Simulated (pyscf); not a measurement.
Single points on ωB97X-D3(BJ)/def2-SVP structures (PySCF, gas phase). MP2 and CC: frozen core, UHF for open shells. ΔMP2 is the change of the MP2 total energy from the triple- to the quadruple-zeta basis.

### Question
What are the homolytic bond dissociation enthalpies (298 K) of H₂B–OH at CCSD(T)/def2-TZVPP + ΔMP2(QZVPP), weakest first?

### Answer
H–O to H₂B–O• + H•: 4.41 eV; B–H to [HB–OH]• + H•: 4.57 eV; B–O to BH₂• + OH•: 6.54 eV. Ring and multiple bonds, and those that leave no two simple radicals, are not listed. The radicals are drawn with the spin at the cut bond; how far it spreads was not checked. [HB–OH]• lies 0.25 eV over its isomer H₂B–O•, and others may lie lower still (electronic energy, ωB97M-D3(BJ)). Other isomers of H₂B–O• were not searched in full and may lie lower. The CCSD(T) − MP2 part came from Ansatz, without density fitting, on the same reference. Left out: the spin-orbit lowering of OH.
